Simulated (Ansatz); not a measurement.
1T (CdI2-type) TaSe₂ (undistorted form, which takes a superstructure on cooling) was calculated with rVV10 in Ansatz (plane waves, PAW).

Input file:

Ansatz 0.2 input:
```yaml
crystal:
  lattice:
    - [3.5765283056, 0.0, 0.0]
    - [-1.7882641528, 3.09736437, 0.0]
    - [0.0, 0.0, 6.4149532057]
  atoms:
    - { symbol: Ta, position: [0.0, 0.0, 0.0] }
    - { symbol: Se, position: [0.3333333333, 0.6666666667, 0.263415677] }
    - { symbol: Se, position: [0.6666666667, 0.3333333333, 0.736584323] }
basis:
  ecutwfc: 520
  ecutrho_ratio: 4
  xc_grid: 2
kpoints:
  mp_grid: { grid: [18, 18, 10] }
hamiltonian:
  xc: { exchange: rpw86, correlation: pbe }
  dispersion: rvv10
  pseudopotentials: { kind: paw }
scf:
  occupations: { method: fermi_dirac, width: 0.05 }
output:
  forces: true
  stress: true
  eigenvalues: true
relax:
  f_tol: 0.004
  escape_saddle: false
  max_steps: 80
  cell: { stress_tol: 0.02, fix: [volume] }
```

Output (set-up and result lines):

```
Relaxation: its limit of steps is 80 (relax.max_steps)
Crystal: 3 atoms, lattice volume = 71.064 Å³
Basis set: ecut = 520 eV, 1943 PW (Γ), exchange–correlation on 54×54×96 points (8 copies of the dense FFT grid, shifted against one another)
Bands: 27, of which v1, the nominal top of the filled ones, is band 23 counted from 1 (22 counted from 0)
Symmetry: 12 space group operations
Space group: P-3m1 (ITA 164), of the structure as read, at distance tolerance 4.1e-5 Å
k-points: 330 of 3240
Functional: x = rpw86, c = pbe(β = 0.06672455060314922) + rvv10(b = 6.3, C = 0.0093)
SCF iter   1: F=—  HF=-20998.500802 eV  |F-HF|=—  |Δ(HF+E_count)|=         —  Δρ=6.46e-3  dr2=8.74e-2
SCF iter   2: F=—  HF=-20998.491107 eV  |F-HF|=—  |Δ(HF+E_count)|=   9.69e-3  Δρ=3.49e-3  dr2=2.08e-2
  ...
SCF 1 converged in 7 iterations: F = -20998.486603 eV  dr2 = 2.21e-8
Crystal: 3 atoms, lattice volume = 71.064 Å³
Basis set: ecut = 520 eV, 1921 PW (Γ), exchange–correlation on 54×54×96 points (8 copies of the dense FFT grid, shifted against one another)
Initial density: handed on by an earlier stage of this run
SCF 2 converged in 7 iterations: F = -20998.396961 eV  dr2 = 4.55e-8
Crystal: 3 atoms, lattice volume = 71.064 Å³
SCF 3 converged in 10 iterations: F = -20998.507996 eV  dr2 = 5.71e-13
Crystal: 3 atoms, lattice volume = 71.064 Å³
SCF 4 converged in 4 iterations: F = -20998.508258 eV  dr2 = 1.24e-7
Crystal: 3 atoms, lattice volume = 71.064 Å³
Basis set: ecut = 520 eV, 1921 PW (Γ), exchange–correlation on 54×54×100 points (8 copies of the dense FFT grid, shifted against one another)
SCF iter   5: F=—  HF=-20998.508269 eV  |F-HF|=—  |Δ(HF+E_count)|=   3.58e-9  Δρ=6.94e-7  dr2=7.64e-11
SCF iter   6: F=-20998.508269 eV  HF=-20998.508269 eV  |F-HF|=4.73e-11  |Δ(HF+E_count)|=   1.69e-9  Δρ=1.14e-7  dr2=3.23e-12
SCF 5 converged in 6 iterations: F = -20998.508269 eV  dr2 = 3.23e-12
SCF converged after 6 iterations
Free energy (F): -20998.508269 eV
Internal energy: -20998.493026 eV  (E = F + TS)
E sigma→0 (E₀):  -20998.500648 eV
Fermi energy:    10.690674 eV
--- Stress (GPa, compression-positive) ---
       -1.229089       0.000000       0.000000
        0.000000      -1.229089      -0.000000
        0.000000      -0.000000      -1.223137
  P = ⅓ Tr σ = -1.2271 GPa (-12.271 kbar)
```

The cell is one volume of an energy–volume scan, off the minimum.

The PAW data were made under PBE.

Note: the relaxation could not lower the start's symmetry, so the cell can be a saddle point above a distorted one.

Ansatz is a first-principles code.
